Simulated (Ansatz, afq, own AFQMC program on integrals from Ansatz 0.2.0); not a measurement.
Two steps: Ansatz 0.2.0 writes the Fock matrix and Cholesky factors of the valence space, and afq projects on them the lowest state that overlaps trial and start.

```yaml
crystal:
  periodic: [false, false, false]
  atoms:
    - {symbol: Ge, position_ang: [-0.028829, 0.000000, 0.253578]}
    - {symbol: B, position_ang: [0.133521, -0.000001, -1.626959]}
    - {symbol: H, position_ang: [0.414348, 1.276988, 0.971352]}
    - {symbol: H, position_ang: [0.414348, -1.276987, 0.971353]}
    - {symbol: H, position_ang: [-0.183192, -0.000001, -2.767032]}
basis:
  gaussian: {orbitals: cc-pVTZ}
magnetization: {spin_polarized: true, initial_magnetization: 2}
correlation: {method: ccsd_t, electrons: outside_noble_gas, hamiltonian_folder: ham}
```

```sh
$ ansatz run in.yaml --threads 1 --pin off --events-out ev --progress --plain --max-ram 16896MiB --backend cuda --devices 0, --max-vram 18GiB
```

Options of the walk:

```
--method phaseless --trial cisd --walkers 400 --populations 10 --least-time 60 --time-step 0.005 --steps-per-block 50 --equilibration-blocks 28 --max-blocks 4000 --target-error 0.00019 --factor-cut 1e-05 --start spin_pure --seed 2589 --release-times 0.24,0.51,0.99,1.62,2.4 --release-step 0.03 --release-every 3 --taylor-order 6
```

Times are imaginary, in 1/Eh. The walk had a cap of 216 s. With eight or more populations the least sampling time is a fifth of least-time, and the error comes from their spread. Filled inner d shells are frozen with the cores.

Output of the walk:

```
orbitals 100  electrons 6 4  factors 639 of 683
reference energy -2101.71844509 Eh
CCSD correlation -0.21401018 Eh in 12 cycles, weight of the determinant in the CISD state 0.8815
energy of the start -2101.931648 Eh
 block  time / (1/Eh)  mean weight  energy / Eh
     1     0.250  1.0002  -2101.929753
     2     0.500  1.0001  -2101.931090
     3     0.750  1.0004  -2101.932474
     4     1.000  0.9999  -2101.934384
     5     1.250  0.9994  -2101.935732
     8     2.000  1.0003  -2101.937471
    15     3.750  1.0007  -2101.941067
    36     9.000  0.9997  -2101.941531
    57    14.250  0.9993  -2101.940579
    78    19.500  1.0003  -2101.939005
    99    24.750  1.0002  -2101.942395
   120    30.000  0.9991  -2101.940867
   141    35.250  1.0002  -2101.941131
   162    40.500  0.9993  -2101.938673
   183    45.750  0.9996  -2101.940411
   204    51.000  1.0007  -2101.940336
   225    56.250  1.0000  -2101.941487
   246    61.500  1.0007  -2101.942918
   260    65.000  1.0004  -2101.938062
   267    66.750  1.0003  -2101.940291
   288    72.000  1.0002  -2101.941644
   295    73.750  0.9999  -2101.941106
error from the spread of 10 populations
released: time / (1/Eh)  energy / Eh  error  mean overlap
  0.24  -2101.940793  0.000155  0.9970
  0.51  -2101.940896  0.000127  1.0014
  0.99  -2101.941244  0.000158  0.9904
  1.62  -2101.941481  0.000145  0.9742
  2.40  -2101.941618  0.000210  0.9578
energy -2101.940662 +/- 0.000185 Eh
(rows thinned)
```

The run passed its tests (sampling time, drift between the halves within three errors, error under three times the target), which doesn't prove that it has relaxed.

Against this walk (error 5.0 meV) on the same determinant: CCSD(T) 26.4 meV higher. The error is statistical and leaves out the bias of the constraint. None of these is a sure reference here. The released energies are still falling (meV from the phaseless value at times in 1/Eh: -4 ± 4 at 0.24, -6 ± 3 at 0.51, -16 ± 4 at 0.99, -22 ± 4 at 1.62, -26 ± 6 at 2.40), so they give no level; they do show a bias of the constraint, and the last of them that isn't too noisy lies 52 meV below CCSD(T).

Cautions: constraint bias not in the error; no relativity below Rb; no spin-orbit coupling; inner d shell frozen; another spin lies lower.

The walk took 3.4 min on 1 × NVIDIA H100 80GB HBM3 with 2 threads of AMD EPYC 7R13 Processor (Zen 3), with other jobs on the host (the card was shared). The log's last line is the phaseless energy.

A walk keeps the symmetry of its determinant, which the program's search chose and which needn't be the lowest solution, so a lower state of the same spin and another symmetry isn't excluded.
